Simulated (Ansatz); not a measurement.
# AlPH (quartet): the correlation ladder at distance P2–H3 = 1.430 Å, 6-31G

How much of the correlation energy of AlPH (quartet) does each wave-function method recover here?

The runs use Ansatz 0.2.0, Gaussian basis; 6-31G, core rule «outside noble gas», up to 10 orbitals frozen.

To be run: UHF; CCSD(T) on ROHF; CCSD(T) on UHF; BCCD(T) on ROHF; CISD; CCSDT(Q) on ROHF; CCSDT(Q) on UHF; CCSDTQ on ROHF; CASSCF and MRCISD+Q, 5 electrons in 5 orbitals; CASSCF and NEVPT2, 5 electrons in 5 orbitals; CASSCF and MRCISD+Q, 9 electrons in 9 orbitals; CASSCF and NEVPT2, 9 electrons in 9 orbitals; Full CI.

12 further runs of the same task are left out: 10 that didn't finish, 2 set aside as unsound or not needed.

**1. What is computed**

The geometry derives from a PBE0/def2-TZVP stationary point (not a proven minimum). One bond is set to the value named and the two fragments are kept rigid.

3 atoms, charge 0, spin multiplicity 4.

Atoms are counted from 1 here; the program's logs count them from 0.

Bond lengths: Al1–P2 2.392 Å, P2–H3 1.430 Å. Angles: Al1–P2–H3 98.4°.

**2. UHF**

File in.yaml:

```yaml
crystal:
  periodic: [false, false, false]
  atoms:
    - {symbol: Al, position_ang: [0.000000, 0.034843, 1.300562]}
    - {symbol: P, position_ang: [0.000000, -0.073644, -1.088657]}
    - {symbol: H, position_ang: [0.000000, 1.330368, -1.360548]}
basis:
  gaussian: {orbitals: 6-31G}
magnetization: {spin_polarized: true, initial_magnetization: 3}
hamiltonian: {xc: hf}
output: {orbitals: {seedname: orbitals}}
```

Run with:

```console
$ ansatz run in.yaml --threads 1 --pin off --events-out ev --progress --plain --max-ram 2393MiB
```

Further steps of the session: CCSD(T) on ROHF; CCSD(T) on UHF; BCCD(T) on ROHF; CISD; CCSDT(Q) on ROHF; CCSDT(Q) on UHF; CCSDTQ on ROHF; CASSCF and MRCISD+Q, 5 electrons in 5 orbitals; CASSCF and NEVPT2, 5 electrons in 5 orbitals; CASSCF and MRCISD+Q, 9 electrons in 9 orbitals; CASSCF and NEVPT2, 9 electrons in 9 orbitals; Full CI.

**Question.** What will the summary of the whole plan be? Wanted: FCI below the RHF energy; RMP2 from FCI; UMP2 from FCI; RCCSD from FCI; RCCSD(T) from FCI; UCCSD(T) from FCI; RCCSDT(Q) from FCI; UCCSDT(Q) from FCI; NEVPT2 pair from FCI.

**Answer**, as computed:

```
                         quantity                                                                                                                        value
         FCI below the RHF energy                                                                                                                   -2.2329 eV
                    RMP2 from FCI                                                                                                                 +63.9 kJ/mol
                    UMP2 from FCI                                                                                                                 +62.8 kJ/mol
                   RCCSD from FCI                                                                                                                  +6.3 kJ/mol
                RCCSD(T) from FCI                                                                                                                  +1.7 kJ/mol
                UCCSD(T) from FCI                                                                                                                  +1.7 kJ/mol
               RCCSDT(Q) from FCI                                                                                                                  +0.1 kJ/mol
               UCCSDT(Q) from FCI                                                                                                                   0.0 kJ/mol
             NEVPT2 pair from FCI                                                                                                                 +52.3 kJ/mol
           MRCISD+Q pair from FCI                                                                                                                   0.0 kJ/mol
          NEVPT2 valence from FCI                                                                                                                 +24.1 kJ/mol
levels within 1 kcal/mol (43 meV)  RCCSD(T), UCCSD(T), BCCD(T), RCCSDT, UCCSDT, RCCSDT(Q), UCCSDT(Q), RCCSDTQ, MRCISD+Q pair, MRCISD valence, MRCISD+Q valence
                    T1 diagnostic                                                                                                                        0.039
   effectively unpaired electrons                                                                                                                         3.04
```

RCCSD(T) misses by +1.7 kJ/mol, 0.8 % of the correlation energy. One determinant dominates. Of the multireference levels listed MRCISD+Q pair comes nearest in total energy (0.0 kJ/mol), which doesn't show that its space is the better one. These misses are within one basis, not against nature; the frozen cores of restricted and unrestricted runs differ, which can shift their rows.
